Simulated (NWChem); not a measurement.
The numbers come from NWChem runs, not from measurements. System: phosphine (H3P), charge 0, spin multiplicity 1, at a geometry optimised with PBE0/def2-SVP. Level: RHF/def2-TZVP.

Job file:

```
start mol
memory heap 200 mb stack 800 mb global 1000 mb
geometry units angstroms nocenter noautoz
  P     -0.130235    -0.003352     0.000000
  H      0.666565    -0.580989     1.035668
  H      0.666565    -0.580989    -1.035668
  H      0.620396     1.212263     0.000000
  symmetry group Cs
end
basis spherical
  * library def2-tzvp
end
scf
  rhf
  nopen 0
  maxiter 100
  thresh 1e-7
  semidirect memsize 60000000 filesize 0
end
task scf energy
```

Output (cleaned and shortened):

```
             Northwest Computational Chemistry Package (NWChem) 7.3.0
             --------------------------------------------------------

                                NWChem Input Module
                                -------------------

 Scaling coordinates for geometry "geometry" by  1.889725989
 (inverse scale =  0.529177249)

 Turning off AUTOSYM since
 SYMMETRY directive was detected!

                             Geometry "geometry" -> ""
                             -------------------------

 Output coordinates in angstroms (scale by  1.889725989 to convert to a.u.)

  No.       Tag          Charge          X              Y              Z
 ---- ---------------- ---------- -------------- -------------- --------------
    1 P                   15.0000    -0.13023500    -0.00335200     0.00000000
    2 H                    1.0000     0.66656500    -0.58098900     1.03566800
    3 H                    1.0000     0.66656500    -0.58098900    -1.03566800
    4 H                    1.0000     0.62039600     1.21226300     0.00000000

 Effective nuclear repulsion energy (a.u.)      17.4340881334

            Nuclear Dipole moment (a.u.)
            ----------------------------
        X                 Y               Z
 ---------------- ---------------- ----------------
     0.0000018897     0.0000094486     0.0000000000

      Symmetry information
      --------------------

 Group name             Cs
 Group number              2
 Group order               2
 No. of unique centers     3

      Symmetry unique atoms

     1    2    4


 Summary of "ao basis" -> "" (spherical)
 ------------------------------------------------------------------------------
       Tag                 Description            Shells   Functions and Types
 ---------------- ------------------------------  ------  ---------------------
 *                         def2-tzvp                  on all atoms

 Summary of "ao basis" -> "ao basis" (spherical)
 ------------------------------------------------------------------------------
       Tag                 Description            Shells   Functions and Types
[...]
 Vector    8  Occ=2.000000D+00  E=-5.178171D-01  Symmetry=a"
              MO Center=  3.7D-01, -3.6D-01,  5.6D-11, r^2= 1.7D+00
   Bfn.  Coefficient  Atom+Function         Bfn.  Coefficient  Atom+Function
  ----- ------------  ---------------      ----- ------------  ---------------
    17      0.339113  1 P  pz                39      0.217920  2 H  s
    45     -0.217920  3 H  s

 Vector    9  Occ=2.000000D+00  E=-3.896286D-01  Symmetry=a'
              MO Center= -3.7D-01, -9.5D-03, -2.7D-15, r^2= 1.8D+00
   Bfn.  Coefficient  Atom+Function         Bfn.  Coefficient  Atom+Function
  ----- ------------  ---------------      ----- ------------  ---------------
    15      0.405292  1 P  px                 5     -0.320488  1 P  s
     4     -0.304216  1 P  s                 18      0.302658  1 P  px
     3      0.187124  1 P  s                 12      0.180980  1 P  px
     6     -0.150419  1 P  px

 Vector   10  Occ=0.000000D+00  E= 1.416307D-01  Symmetry=a'
              MO Center=  3.8D-01,  9.8D-03,  8.0D-16, r^2= 6.0D+00
   Bfn.  Coefficient  Atom+Function         Bfn.  Coefficient  Atom+Function
  ----- ------------  ---------------      ----- ------------  ---------------
     5      2.156974  1 P  s                 40     -1.196758  2 H  s
    46     -1.196758  3 H  s                 52     -1.196842  4 H  s
    18      1.095587  1 P  px                 3     -0.176176  1 P  s

 Vector   11  Occ=0.000000D+00  E= 1.475553D-01  Symmetry=a"
              MO Center= -8.5D-02, -7.4D-03, -2.8D-10, r^2= 4.1D+00
   Bfn.  Coefficient  Atom+Function         Bfn.  Coefficient  Atom+Function
  ----- ------------  ---------------      ----- ------------  ---------------
    20      1.463626  1 P  pz                40     -1.236067  2 H  s
    46      1.236067  3 H  s

 Vector   12  Occ=0.000000D+00  E= 1.475562D-01  Symmetry=a'
              MO Center= -8.5D-02,  3.0D-03,  2.8D-10, r^2= 4.1D+00
   Bfn.  Coefficient  Atom+Function         Bfn.  Coefficient  Atom+Function
  ----- ------------  ---------------      ----- ------------  ---------------
    19      1.463153  1 P  py                52     -1.427245  4 H  s
    40      0.713700  2 H  s                 46      0.713700  3 H  s

 center of mass
 --------------
 x =  -0.11478547 y =  -0.00295408 z =   0.00000000

 moments of inertia (a.u.)
 ------------------
          15.440310016461           0.044042159728           0.000000000000
           0.044042159728          13.732143513440           0.000000000000
           0.000000000000           0.000000000000          13.731151940919

  Mulliken analysis of the total density
  --------------------------------------

    Atom       Charge   Shell Charges
 -----------   ------   -------------------------------------------------------
    1 P   15    15.15   2.01  0.53  1.44  1.00  0.72  4.17  1.70  0.68  1.84  0.87  0.07  0.13  0.01
    2 H    1     0.95   0.24  0.53  0.17  0.02
    3 H    1     0.95   0.24  0.53  0.17  0.02
    4 H    1     0.95   0.24  0.53  0.17  0.02

       Multipole analysis of the density wrt the origin
       ------------------------------------------------

     L   x y z        total         open         nuclear
     -   - - -        -----         ----         -------
     0   0 0 0     -0.000000      0.000000     18.000000

     1   1 0 0      0.246845      0.000000      0.000002
     1   0 1 0      0.006357      0.000000      0.000009
     1   0 0 1      0.000000      0.000000      0.000000

     2   2 0 0    -12.840687      0.000000      5.456323
     2   1 1 0     -0.045518      0.000000     -0.056789
     2   1 0 1     -0.000000      0.000000      0.000000
     2   0 2 0    -11.074002      0.000000      7.659385
     2   0 1 1     -0.000000      0.000000      0.000000
     2   0 0 2    -11.072853      0.000000      7.660706

 Task  times  cpu:        0.4s     wall:        0.4s

 Total times  cpu:        0.5s     wall:        0.5s
```
